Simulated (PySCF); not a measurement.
Molecule: `C=CC1CCC1`, C6H10.

Structure with atom numbers: `[CH2:1]=[CH:2][CH:3]1[CH2:4][CH2:5][CH2:6]1`; H(Xn) means a hydrogen on atom n. Ha(C4), Ha(C5), Ha(C6) are cis to C2 on the ring; Ha(C1) is cis to C3; Hb(C4), Hb(C5), Hb(C6) are trans to C2 on the ring; Hb(C1) is trans to C3.

Spin–spin couplings on one PBE0-D3(BJ)/def2-SVP geometry, PySCF 2.14.0 with density-fitted response routines, gas phase, non-relativistic, equivalent pairs averaged (without the spin–dipole term); isotopes ¹³C, ¹H; functional B3LYP.

Task: How do the couplings (Hz) change with the basis set? Times are CPU seconds on shared hosts with different chips, so compare them loosely. Far from the basis limit: 6-31G*, pcJ-0, 6-31G-J, def2-TZVP, cc-pVTZ.

Result: 
```tsv
basis set	functions	¹J(C1,Hb(C1))	¹J(C1,Ha(C1))	¹J(C2,H(C2))	¹J(C4,Ha(C4))	¹J(C4,Hb(C4))	¹J(C5,Hb(C5))	¹J(C5,Ha(C5))	core-s
6-31G*	104	167.2	165.2	157.0	151.5	150.4	150.3	150.0	7.8
pcJ-0	108	147.5	144.1	139.7	117.9	125.1	117.6	123.7	8.3
6-31G-J	112	172.6	169.1	161.9	141.4	149.4	141.8	148.4	9.2
def2-TZVP	246	159.4	155.7	150.6	129.2	137.8	129.7	136.6	28
pcJ-1	262	168.1	164.0	156.9	136.9	146.1	137.4	144.8	45
cc-pVTZ	320	152.4	149.1	142.6	119.8	128.7	119.7	127.7	40
```

The Fermi-contact term samples the wavefunction at the nucleus, which is why sets with added tight s functions (names with J) are made for couplings.
